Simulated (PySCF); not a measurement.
## PySCF run on CF

The script input.py:

```python
from pyscf import gto, scf, solvent

mol = gto.M(
    atom='C 0 0 0; F 0 0 1.371',
    basis='lanl2dz',
    charge=0,
    spin=1,
    verbose=4,
)
mf = scf.ROHF(mol)
mf = solvent.PCM(mf)
mf.with_solvent.eps = 2.27
mf.kernel()
mf.analyze()
print('orbital energies (hartree):', mf.mo_energy[..., max(0, mol.nelec[1]-3):mol.nelec[0]+3].round(4))
```

```bash
$ python input.py
```

The log (some set-up lines and the per-cycle HOMO/LUMO lines with their warnings removed):

```
PySCF version 2.14.0

[INPUT] verbose = 4
[INPUT] num. atoms = 2
[INPUT] num. electrons = 15
[INPUT] charge = 0
[INPUT] spin (= nelec alpha-beta = 2S) = 1
[INPUT] symmetry False subgroup None
[INPUT] Mole.unit = angstrom
[INPUT] Symbol           X                Y                Z      unit          X                Y                Z       unit  Magmom
[INPUT]  1 C      0.000000000000   0.000000000000   0.000000000000 AA    0.000000000000   0.000000000000   0.000000000000 Bohr   0.0
[INPUT]  2 F      0.000000000000   0.000000000000   1.371000000000 AA    0.000000000000   0.000000000000   2.590814516779 Bohr   0.0

nuclear repulsion = 20.8428660756236
number of shells = 10
number of NR pGTOs = 50
number of NR cGTOs = 18
basis = lanl2dz
ecp = {}

******** <class 'pyscf.solvent._attach_solvent.PCMROHF'> ********
method = PCMROHF
initial guess = minao
damping factor = 0
level_shift factor = 0
DIIS = <class 'pyscf.scf.diis.CDIIS'>
diis_start_cycle = 1
diis_space = 8
diis_damp = 0
SCF conv_tol = 1e-09
SCF conv_tol_grad = None
SCF max_cycles = 50
direct_scf = True
direct_scf_tol = 1e-13
num. doubly occ = 7  num. singly occ = 1
******** <class 'pyscf.solvent.pcm.PCM'> (In testing) ********

WARN: PCM is an experimental feature. It is still in testing.
Features and APIs may be changed in the future.

lebedev_order = 29 (302 grids per sphere)
eps = 2.27
frozen = False
Set gradient conv threshold to 3.16228e-05
PCM E_diel = -2.00779703595631e-05
Solvent Energy = -2.00779703595631e-05
init E= -136.968101419169

PCM E_diel = -0.00316506003342577
Solvent Energy = -0.00316506003342577
cycle= 1 E= -137.085849298656  delta_E= -0.118  |g|= 0.418  |ddm|= 1.11
PCM E_diel = -0.0010090598920662
Solvent Energy = -0.0010090598920662
cycle= 2 E= -137.129803423044  delta_E= -0.044  |g|= 0.342  |ddm|= 0.577
PCM E_diel = -0.00150831012392187
Solvent Energy = -0.00150831012392187
cycle= 3 E= -137.15621580896  delta_E= -0.0264  |g|= 0.0434  |ddm|= 0.175
PCM E_diel = -0.00154910009074466
Solvent Energy = -0.00154910009074466
cycle= 4 E= -137.157225554782  delta_E= -0.00101  |g|= 0.0135  |ddm|= 0.05
PCM E_diel = -0.0015647499202595
Solvent Energy = -0.0015647499202595
cycle= 5 E= -137.157409279018  delta_E= -0.000184  |g|= 0.00288  |ddm|= 0.0317
PCM E_diel = -0.00156585295358928
Solvent Energy = -0.00156585295358928
cycle= 6 E= -137.157416759244  delta_E= -7.48e-06  |g|= 0.00102  |ddm|= 0.00528
PCM E_diel = -0.00156413575079887
Solvent Energy = -0.00156413575079887
cycle= 7 E= -137.157417477179  delta_E= -7.18e-07  |g|= 0.000186  |ddm|= 0.00151
PCM E_diel = -0.00156452123374836
Solvent Energy = -0.00156452123374836
cycle= 8 E= -137.15741750506  delta_E= -2.79e-08  |g|= 3.18e-05  |ddm|= 0.000329
PCM E_diel = -0.00156458657223293
Solvent Energy = -0.00156458657223293
cycle= 9 E= -137.157417505981  delta_E= -9.2e-10  |g|= 8.75e-06  |ddm|= 6.59e-05
PCM E_diel = -0.00156462454153525
Solvent Energy = -0.00156462454153525
Extra cycle  E= -137.157417506022  delta_E= -4.14e-11  |g|= 3.92e-06  |ddm|= 1.06e-05
converged SCF energy = -137.157417506022
**** SCF Summaries ****
Total Energy =                        -137.157417506021858
Nuclear Repulsion Energy =              20.842866075623636
One-electron Energy =                 -230.910287971431387
Two-electron Energy =                   72.911569014327426
Two-electron Coulomb Energy =           88.023024680096469
DFT Exchange-Correlation Energy =      -15.111455665769043
**** MO energy ****
                Roothaan           | alpha              | beta
MO #1   energy= -26.353931055351   | -26.355493784747   | -26.352368325955   occ= 2
MO #2   energy= -11.4169493661861  | -11.4289067256504  | -11.4049920067219  occ= 2
MO #3   energy= -1.66786833869598  | -1.6743650907917   | -1.66137158660025  occ= 2
MO #4   energy= -0.880727945978544 | -0.906328253582195 | -0.855127638374902 occ= 2
MO #5   energy= -0.723371007439043 | -0.744894784408398 | -0.701847359022884 occ= 2
MO #6   energy= -0.705891136942443 | -0.707937070963344 | -0.703845202921551 occ= 2
MO #7   energy= -0.568614725581809 | -0.602401781364079 | -0.534827669799539 occ= 2
MO #8   energy= -0.14191395005335  | -0.439056962511959 | 0.155228239254042  occ= 1
MO #9   energy= 0.0513810061728597 | 0.0396860977006416 | 0.0630759146452987 occ= 0
MO #10  energy= 0.248043322288797  | 0.238596912049827  | 0.257489732527766  occ= 0
MO #11  energy= 0.444848643088315  | 0.407574715737147  | 0.482123520995034  occ= 0
MO #12  energy= 0.484034783191949  | 0.477093356124642  | 0.490976210259698  occ= 0
MO #13  energy= 0.575085130675109  | 0.565217726390267  | 0.584952534959956  occ= 0
MO #14  energy= 0.681670579643282  | 0.666601118201424  | 0.69674004108514   occ= 0
MO #15  energy= 1.1046330919617    | 1.09579995123096   | 1.11346623384064   occ= 0
MO #16  energy= 1.10751037428899   | 1.10666396133644   | 1.10835678724154   occ= 0
MO #17  energy= 1.13626529189728   | 1.13425185682264   | 1.13827872697193   occ= 0
MO #18  energy= 2.15520340984713   | 2.15151833234458   | 2.15888848734968   occ= 0
 ** Mulliken pop on meta-lowdin orthogonal AOs  **
 ** Mulliken pop  **
pop of  0 C 1s            1.99999
pop of  0 C 2s            1.81632
pop of  0 C 3s            0.01342
pop of  0 C 2px           0.48342
pop of  0 C 2py           0.69696
pop of  0 C 2pz           0.71367
pop of  0 C 3px           0.00032
pop of  0 C 3py           0.00045
pop of  0 C 3pz           0.01265
pop of  1 F 1s            2.00000
pop of  1 F 2s            1.85084
pop of  1 F 3s            0.00141
pop of  1 F 2px           1.89912
pop of  1 F 2py           1.91832
pop of  1 F 2pz           1.59085
pop of  1 F 3px           0.00059
pop of  1 F 3py           0.00081
pop of  1 F 3pz           0.00086
 ** Mulliken atomic charges  **
charge of    0C =      0.26280
charge of    1F =     -0.26280
Dipole moment(X, Y, Z, Debye): -0.00000,  0.00000, -0.65608
orbital energies (hartree): [-0.7234 -0.7059 -0.5686 -0.1419  0.0514  0.248   0.4448]
```

In short: E(SCF) = -137.157418 Eh, 9 cycles, μz(SCF) = -0.66 D.

Wall time 2.6 s on one thread of a shared host.

The bond length is a typed value, not an optimised one. No search for the lowest solution was made.
